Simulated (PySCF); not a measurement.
# Shieldings and the share of exact exchange

Molecule: `F[C@@]12C=C[C@@H]1C2`, C₅H₅F.

Mapped SMILES: `[F:1][C@@:2]12[CH:3]=[CH:4][C@@H:5]1[CH2:6]2`; H(Xn) means a hydrogen on atom n. Ha(C6) is cis to C4 on the ring; Hb(C6) is trans to C4 on the ring.

GIAO shieldings (ppm, equivalent atoms averaged) in PySCF on the PBE0-D3(BJ)/def2-SVP geometry, basis pcSseg-2, gas phase, non-relativistic:

| functional | exact exchange (%) | σ(F1) | σ(C2) | σ(C6) | σ(C5) |
| --- | --- | --- | --- | --- | --- |
| BLYP | 0 | 389.4 | 86.4 | 111.5 | 142.6 |
| BP86 | 0 | 392.8 | 91.6 | 115.7 | 147.2 |
| PBE | 0 | 390.6 | 91.8 | 116.0 | 147.4 |
| PBE0 | 25 | 405.7 | 100.3 | 122.7 | 154.2 |
| mPW1PW91 | 25 | 406.1 | 99.6 | 122.0 | 153.5 |
| BHandHLYP | 50 | 417.5 | 103.2 | 124.7 | 156.0 |
| HF | 100 | 439.0 | 118.6 | 136.9 | 167.8 |

**Question.** Fit each shielding as a line in the percentage of exact exchange.

**Answer.** σ(F1) = 392.0 + 0.48 x (rms 1.7 ppm); σ(C2) = 90.7 + 0.28 x (rms 2.2 ppm); σ(C6) = 115.1 + 0.22 x (rms 1.8 ppm); σ(C5) = 146.5 + 0.22 x (rms 1.9 ppm). The functionals also differ in their semilocal parts, which the line can't hold; Hartree–Fock has no correlation at all.

**Question.** What does the line predict for B3LYP (20 %), and what does the run give?

**Answer.** σ(F1): 401.6 predicted, 402.0 computed; σ(C2): 96.3 predicted, 93.6 computed; σ(C6): 119.5 predicted, 117.2 computed; σ(C5): 150.9 predicted, 148.5 computed ppm.
